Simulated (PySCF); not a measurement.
# Working with the constants of NaCl

RHF-CCSD(T) constants of NaCl, ¹Σ⁺ (singlet), closed shell (Na aug-cc-pVDZ, Cl aug-cc-pV(D+d)Z; no relativity (PySCF 2.14); masses 22.9898 and 34.9689 u):

```
ωe              : 340.5 cm⁻¹
ωexe            : 1.67 cm⁻¹
Be              : 0.20914 cm⁻¹
αe              : 0.00162 cm⁻¹
D (centrifugal) : 3.16e-07 cm⁻¹
De to Na + Cl   : 4.01 eV
```

(1) Give the vibrational terms G(v) and spacings up to v = 6.

(2) How well does the Morse estimate ωe²/(4ωexe) reproduce De, and what is D0?

Correlated steps freeze 6 core orbitals. Correlated levels converge slowly with the basis: in double zeta they bind strong bonds too weakly, by up to about 1 eV, and carry superposition errors of some tenths. Where the molecule has an RHF reference, its open-shell atoms are computed with UHF.

Answers

(1) G(v) = ωe(v+½) − ωexe(v+½)².

```
v  G(v) (cm⁻¹)  G(v) − G(v−1)  Bv (cm⁻¹)
0        169.8                    0.2083
1        507.0          337.2     0.2067
2        840.8          333.8     0.2051
3       1171.3          330.5     0.2035
4       1498.4          327.1     0.2019
5       1822.2          323.8     0.2002
6       2142.7          320.5     0.1986
```

(2) It gives 2.15 eV, 54 % of the computed De. D0 = De − G(0) = 4.01 − 0.02 = 3.99 eV.
